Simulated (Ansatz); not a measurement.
Interaction energy ladder

The pair of H₂O (SMILES O, atoms 1–3) and CH₆Si (SMILES C[SiH3], atoms 4–11), both closed shells, in one local arrangement (a lower one may exist), relaxed at PBE0-D4/def2-TZVP:

O1  (0.153, 0.065, -2.414)
H2  (1.097, 0.091, -2.240)
H3  (-0.144, 0.970, -2.291)
C4  (-0.711, -0.951, 0.820)
Si5  (0.364, 0.570, 0.912)
H6  (-0.245, -1.789, 1.343)
H7  (-0.861, -1.230, -0.225)
H8  (-1.686, -0.766, 1.277)
H9  (0.596, 0.987, 2.322)
H10  (-0.263, 1.722, 0.203)
H11  (1.699, 0.330, 0.293)
(Å)

Program: Ansatz 0.2.0. Basis: def2-TZVPPD, with def2-QZVPPD for the basis limit. Cores are frozen in the correlated methods. B3LYP uses VWN-RPA correlation. Extrapolation: Hartree–Fock as exp(−7.88 √X), correlation as X^−2.97. Interaction energies count from these two fragments, frozen as in the pair, with the counterpoise correction; negative means bound.

**Question.** What is the interaction energy by CCSD(T) at an estimated basis limit (MP2 extrapolated from triple and quadruple zeta, plus CCSD(T) − MP2 in triple zeta)? (An estimate is asked for; the value comes from the calculation.)

**Answer.** The calculation gives: -8.7 kJ/mol. Hartree–Fock alone gives -0.3 kJ/mol at the basis limit. It counts from the two fragments frozen as in the pair.

The same quantity by other methods in triple zeta, and each one's difference from that estimate:
```json
{"method": "PBE-D4", "E_int (kJ/mol)": "-9.6", "difference": "-0.9"}
{"method": "revPBE-D4", "E_int (kJ/mol)": "-7.0", "difference": "1.7"}
{"method": "BLYP-D4", "E_int (kJ/mol)": "-7.0", "difference": "1.6"}
{"method": "r2SCAN-D4", "E_int (kJ/mol)": "-10.0", "difference": "-1.3"}
{"method": "B97M-V", "E_int (kJ/mol)": "-10.5", "difference": "-1.8"}
{"method": "PBE0-D4", "E_int (kJ/mol)": "-9.1", "difference": "-0.4"}
{"method": "B3LYP-D4", "E_int (kJ/mol)": "-8.0", "difference": "0.7"}
{"method": "HSE06-D4", "E_int (kJ/mol)": "-9.1", "difference": "-0.4"}
{"method": "wB97X-V", "E_int (kJ/mol)": "-9.1", "difference": "-0.5"}
{"method": "wB97M-V", "E_int (kJ/mol)": "-9.5", "difference": "-0.8"}
{"method": "B2PLYP", "E_int (kJ/mol)": "-4.5", "difference": "4.1"}
{"method": "HF", "E_int (kJ/mol)": "-0.3", "difference": "8.4"}
{"method": "MP2", "E_int (kJ/mol)": "-6.9", "difference": "1.7"}
{"method": "CCSD", "E_int (kJ/mol)": "-6.3", "difference": "2.4"}
{"method": "CCSD(T)", "E_int (kJ/mol)": "-7.4", "difference": "1.2"}
```
Differences are method less estimate.

Basis-set superposition shift (counterpoise-corrected less uncorrected): CCSD(T) 1.6; MP2 1.5; HF 0.2; PBE0-D4 0.2; wB97M-V 0.2 kJ/mol.

The T1 diagnostic stays at or below 0.011.

For scale, one of the runs: CCSD(T)/def2-TZVPPD, 261 basis functions, launched by `ansatz run in.yaml --threads 4 --pin off --events-out ev --progress --plain --max-ram 9574MiB`. Time: 110 s of wall clock on 4 CPU threads of an Arm Neoverse V1; the host was shared. Peak host memory: 6.1 GiB.
